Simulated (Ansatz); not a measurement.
**doublet CP: levels of theory in one basis**

```yaml
atoms:
  - { symbol: C, position_ang: [0.0000, 0.0000, 0.0000] }
  - { symbol: P, position_ang: [0.0000, 0.0000, 1.7182] }
```

Basis set: def2-SVP (spherical functions). Correlated methods keep 6 orbitals frozen. Correlation on ROHF uses semicanonical orbitals with singles. Charge 0, multiplicity 2.

Computed with Ansatz (development build ahead of 0.2.0); each method stands on the lowest determinant of its kind that the runs found.

```csv
method,E − E(ROHF) (eV),<S²> of the determinant
ROHF,0.00,0.75
UHF,-1.36,2.05
ROHF-MP2,-5.57,–
UHF-CCSD(T),-7.14,2.05
UHF-CCSDT(Q),-7.36,2.05
```

Task: What does UHF-MP2 give on the same scale?

Result: -5.28 eV.

Caution for ROHF, ROHF-MP2: an unrestricted determinant lies well below. Caution for UHF, UHF-MP2, UHF-CCSD(T), UHF-CCSDT(Q): the unrestricted determinant is a mixture of spin states. Caution for ROHF-MP2: a plain start can end on a higher determinant. Caution for ROHF-MP2, UHF-CCSD(T): another reference gives a lower total.
